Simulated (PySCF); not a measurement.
CH₃CF₃, optimised at GFN2-xTB:

```xyz
8

C      0.7932    -0.1215     0.0208
C     -0.6976     0.0969    -0.0294
F     -1.3113    -0.7614    -0.8587
F     -1.0187     1.3294    -0.4523
F     -1.2764    -0.0556     1.1717
H      0.9919    -1.1317     0.3685
H      1.2341     0.5986     0.7050
H      1.2052     0.0146    -0.9755
```

Energies from PySCF (xtb for GFN2), thermal terms from the rigid-rotor harmonic-oscillator model, ideal gas at 1 bar. 6-31G* has spherical d functions here. All species are closed-shell singlets. B3LYP is the form with VWN-RPA correlation.

Question: List the harmonic frequencies (cm⁻¹, unscaled) at this level and at the other levels, each on its own geometry.

Answer: 
- GFN2-xTB: 162, 334, 334, 478, 478, 547, 813, 932, 932, 1141, 1141, 1200, 1378, 1439, 1439, 3057, 3062, 3062
- B3LYP/6-31G*: 242, 359, 359, 532, 533, 592, 835, 993, 993, 1274, 1274, 1301, 1460, 1515, 1515, 3089, 3171, 3171
- HF/6-31G*: 250, 392, 392, 584, 584, 646, 908, 1095, 1095, 1415, 1415, 1432, 1602, 1628, 1628, 3243, 3327, 3327
- PBE/def2-SVP: 232, 353, 353, 526, 526, 588, 821, 935, 935, 1212, 1212, 1248, 1371, 1406, 1406, 3010, 3116, 3116
- PBE0/def2-TZVP: 227, 365, 365, 544, 544, 606, 849, 978, 978, 1243, 1243, 1297, 1431, 1476, 1476, 3088, 3180, 3180
